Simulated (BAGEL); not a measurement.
# One shape, several levels: AlHF (SMILES [F][AlH])

Wanted: a comparison of 3 runs (UHF/STO-3G, UHF/cc-pVTZ, FCI/STO-3G) of AlHF. 

The calculation is run with BAGEL 1.2.2.

2 further runs of the same task are left out: 2 set aside as unsound or not needed.

## (1) The system as given

AlHF has 3 atoms, charge 0, and is taken as a doublet. As SMILES, `[F][AlH]`. The Al2–H3 distance was set to 2.090 Å, away from the relaxed value.

Bond lengths: F1–Al2 1.656 Å.

## (2) A single-point energy at UHF/STO-3G (density fitting with qzvpp-jkfit) (run 1)

The input, job.json:

```json
{ "bagel" : [

{
  "title" : "molecule",
  "basis" : "sto-3g",
  "df_basis" : "qzvpp-jkfit",
  "angstrom" : true,
  "geometry" : [
    { "atom" : "F", "xyz" : [       0.922971,       1.371454,       0.645543 ] },
    { "atom" : "Al", "xyz" : [      -0.416629,       0.796254,      -0.139557 ] },
    { "atom" : "H", "xyz" : [      -0.485400,      -1.276100,      -0.399300 ] }
  ]
},

{
  "title" : "uhf",
  "nopen" : 1
},

{
  "title" : "print",
  "file" : "orbitals.molden",
  "orbitals" : true
}

]}
```

Run with:

```console
BAGEL_NUM_THREADS=1 BAGEL job.json > job.out
```

Log:

```text
* using 1 threads per process

  ===============================================================
  ===============================================================

  *** Geometry ***

  { "atom" : "F", "xyz" : [      1.744162,      2.591672,      1.219899 ] },
  { "atom" : "Al", "xyz" : [     -0.787315,      1.504702,     -0.263725 ] },
  { "atom" : "H", "xyz" : [     -0.917273,     -2.411480,     -0.754568 ] },

  Number of auxiliary basis functions:      223

  Since a DF basis is specified, we compute 2- and 3-index integrals:
    o Being stored without compression. Storage requirement is 0.000 GB

  Number of basis functions:       15
  Number of electrons      :       23

    * METHOD: MOLECULE                             0.02

  *** Open-shell HF ***

  === Nuclear Repulsion ===
    42.1831401667

      * DIIS with orbital gradients will be used.

  === UHF iteration (sto-3g) ===
      0       -337.43672618          0.05249306           0.00
      1       -337.51939523          0.01697416           0.00
      2       -337.52911485          0.00447882           0.00
      3       -337.53114553          0.00134576           0.00
      4       -337.53245368          0.00048266           0.00
      5       -337.53258452          0.00019419           0.00
      6       -337.53259207          0.00006113           0.00
      7       -337.53259515          0.00002071           0.00
      8       -337.53259601          0.00001172           0.00
      9       -337.53259624          0.00000420           0.00
     10       -337.53259624          0.00000100           0.00
     11       -337.53259624          0.00000049           0.00
     12       -337.53259624          0.00000023           0.00
     13       -337.53259624          0.00000007           0.00
     14       -337.53259624          0.00000003           0.00
     15       -337.53259624          0.00000001           0.00
     16       -337.53259624          0.00000001           0.00
    * SCF iteration converged.

    * S^2 (UHF) is 0.8577

    * Permanent dipole moment:
           (    0.536866,    -0.376246,     0.249463) a.u.

    * METHOD: UHF                                  0.06

    * METHOD: PRINT                                0.00

  ===============================================================
```

It took 0.36 s on 1 thread of Intel Xeon 6975P-C (Granite Rapids), shared host; peak memory 0.14 GiB.

## (3) A single-point energy at UHF/cc-pVTZ (density fitting with qzvpp-jkfit) (run 2)

The input, input.json:

```json
{ "bagel": [

{
  "title": "molecule",
  "basis": "cc-pvtz.json",
  "df_basis": "qzvpp-jkfit",
  "angstrom": "true",
  "geometry": [
    { "atom": "F", "xyz": [    0.922971,    1.371454,    0.645543 ] },
    { "atom": "Al", "xyz": [   -0.416629,    0.796254,   -0.139557 ] },
    { "atom": "H", "xyz": [   -0.485400,   -1.276100,   -0.399300 ] }
  ]
},
{ "title": "uhf", "nopen": 1 },
{ "title": "print", "file": "orbitals.molden", "orbitals": "true" }

]}
```

The basis set cc-pVTZ is read from a file made from the Basis Set Exchange's data (not shown).

Run with:

```console
BAGEL_NUM_THREADS=1 BAGEL input.json > input.out
```

Log:

```text
* using 1 threads per process

  ===============================================================
  ===============================================================

  *** Geometry ***

  { "atom" : "F", "xyz" : [      1.744162,      2.591672,      1.219899 ] },
  { "atom" : "Al", "xyz" : [     -0.787315,      1.504702,     -0.263725 ] },
  { "atom" : "H", "xyz" : [     -0.917273,     -2.411480,     -0.754568 ] },

  Number of auxiliary basis functions:      223

  Since a DF basis is specified, we compute 2- and 3-index integrals:
    o Being stored without compression. Storage requirement is 0.011 GB

  Number of basis functions:       78
  Number of electrons      :       23

    * METHOD: MOLECULE                             0.04

  *** Open-shell HF ***

  === Nuclear Repulsion ===
    42.1831401667

      * DIIS with orbital gradients will be used.

  === UHF iteration (cc-pvtz.json) ===
      0       -341.77597821          0.04546475           0.02
      1       -341.87556158          0.03855556           0.02
      2       -341.93789391          0.02456444           0.02
      3       -341.99167218          0.00123192           0.02
      4       -341.99288285          0.00038940           0.02
      5       -341.99318609          0.00012677           0.02
      6       -341.99323858          0.00003389           0.02
      7       -341.99324289          0.00002102           0.02
      8       -341.99324472          0.00001338           0.02
      9       -341.99324550          0.00000735           0.02
     10       -341.99324569          0.00000354           0.02
     11       -341.99324571          0.00000144           0.02
     12       -341.99324572          0.00000067           0.02
     13       -341.99324572          0.00000031           0.02
     14       -341.99324572          0.00000013           0.02
     15       -341.99324572          0.00000008           0.02
     16       -341.99324572          0.00000006           0.02
     17       -341.99324572          0.00000005           0.02
     18       -341.99324572          0.00000003           0.02
     19       -341.99324572          0.00000001           0.02
     20       -341.99324572          0.00000001           0.02
    * SCF iteration converged.

    * S^2 (UHF) is 0.8344

    * Permanent dipole moment:
           (    0.557678,    -0.215038,     0.278017) a.u.

    * METHOD: UHF                                  0.40

    * METHOD: PRINT                                0.01

  ===============================================================
```

Run time: 0.81 s. Hardware: 1 thread of Intel Xeon 6975P-C (Granite Rapids), shared host; peak memory 0.14 GiB.

## (4) The energy at FCI/STO-3G (density fitting with qzvpp-jkfit) (run 3)

The input, input.json:

```json
{ "bagel" : [

{
  "title" : "molecule",
  "basis" : "sto-3g",
  "df_basis" : "qzvpp-jkfit",
  "angstrom" : true,
  "geometry" : [
    { "atom" : "F", "xyz" : [       0.922971,       1.371454,       0.645543 ] },
    { "atom" : "Al", "xyz" : [      -0.416629,       0.796254,      -0.139557 ] },
    { "atom" : "H", "xyz" : [      -0.485400,      -1.276100,      -0.399300 ] }
  ]
},

{ "title" : "hf", "charge" : 1 },

{ "title" : "fci", "nstate" : 1, "ncore" : 6, "nspin" : 1 }

]}
```

Run with:

```console
BAGEL_NUM_THREADS=1 BAGEL input.json > input.out
```

Log:

```text
* using 1 threads per process

  ===============================================================
  ===============================================================

  *** Geometry ***

  { "atom" : "F", "xyz" : [      1.744162,      2.591672,      1.219899 ] },
  { "atom" : "Al", "xyz" : [     -0.787315,      1.504702,     -0.263725 ] },
  { "atom" : "H", "xyz" : [     -0.917273,     -2.411480,     -0.754568 ] },

  Number of auxiliary basis functions:      223

  Since a DF basis is specified, we compute 2- and 3-index integrals:
    o Being stored without compression. Storage requirement is 0.000 GB

  Number of basis functions:       15
  Number of electrons      :       23

    * METHOD: MOLECULE                             0.02

  *** RHF ***

  === Nuclear Repulsion ===
    42.1831401667

      * DIIS with orbital gradients will be used.

  === RHF iteration (sto-3g) ===
      0       -337.24544460          0.03237066           0.00
      1       -337.32215182          0.01748558           0.00
      2       -337.34057712          0.00232362           0.00
      3       -337.34137506          0.00063359           0.00
      4       -337.34144407          0.00020815           0.00
      5       -337.34145307          0.00003438           0.00
[... 5 lines of this table left out ...]
     11       -337.34145326          0.00000003           0.00
     12       -337.34145326          0.00000001           0.00
    * SCF iteration converged.

    * Permanent dipole moment:
           (    1.740388,     0.310599,     0.973081) a.u.

    * METHOD: HF                                   0.04

  ---------------------------
        FCI calculation
  ---------------------------

  Performs exactly the same way as Knowles & Handy 1984 CPL

  o alpha-beta strings
      length:           210
  o size of the space
      determinant space:  10584
      spin-adapted space: 6048

  o single displacement lists (alpha)
      length:          2016
  o single displacement lists (beta)
      length:          3150

     guess   0:   closed 11111....            open .....1...

  === FCI iteration ===

      0  0      -337.50803254     3.01e-03      0.01
      1  0      -337.57540379     1.70e-03      0.01
      2  0      -337.59115581     8.54e-04      0.01
      3  0      -337.59458741     4.20e-04      0.01
      4  0      -337.59547446     2.24e-04      0.01
      5  0      -337.59569200     1.19e-04      0.01
[... 12 lines of this table left out ...]
     18  0      -337.59576769     7.05e-09      0.01
     19  0      -337.59576769     3.35e-09      0.01
    ** throwing out 1 trial vectors **
     20  0      -337.59576769     1.47e-09      0.01
    ** throwing out 1 trial vectors **
     21  0      -337.59576769     6.93e-10      0.01
    ** throwing out 1 trial vectors **
     22  0      -337.59576769     3.21e-10      0.01
    ** throwing out 1 trial vectors **
     23  0      -337.59576769     1.53e-10      0.01
    ** throwing out 1 trial vectors **
     24  0 *    -337.59576769     6.53e-11      0.01

     * ci vector, state   0, <S^2> = 0.7500
       22222a...    -0.9399356954
       2222ab.a.     0.1438515454
       2222a2...     0.1132960747
       2222ba.a.     0.0932063401
       2222.2.a.    -0.0903204930
       2222.a.2.    -0.0827069371
       2222a.2..    -0.0528089152
       22b22aa..     0.0520633996
       2222aa.b.     0.0506452053

    * METHOD: FCI                                  0.15

  ===============================================================
```

Wall time 0.56 s (1 thread of Intel Xeon 6975P-C (Granite Rapids), shared host); peak memory 0.14 GiB.

## (5) Overview of the runs

| run | level | start charge | start multiplicity | energy (Eh) | dipole moment (D) | ⟨S²⟩ | wall time |
| --- | --- | --- | --- | --- | --- | --- | --- |
| 1 | UHF/STO-3G (density fitting with qzvpp-jkfit) | – | – | -337.532596 | 1.78 | 0.858 | 0.36 s |
| 2 | UHF/cc-pVTZ (density fitting with qzvpp-jkfit) | – | – | -341.993246 | 1.68 | 0.834 | 0.81 s |
| 3 | FCI/STO-3G (density fitting with qzvpp-jkfit) | 1 | 1 | -337.595768 | – | – | 0.56 s |

## (6) Summary of results

| quantity | value |
| --- | --- |
| run 3: total energy | -337.59577 Eh |

What this shows: Against full CI in this basis: UHF +63.2 mEh. In runs 1, 3 the basis is minimal, so the values are rough. Spin contamination of the reference: run 1 ⟨S²⟩ = 0.86. All runs together took 1.7 s, the longest 0.81 s.
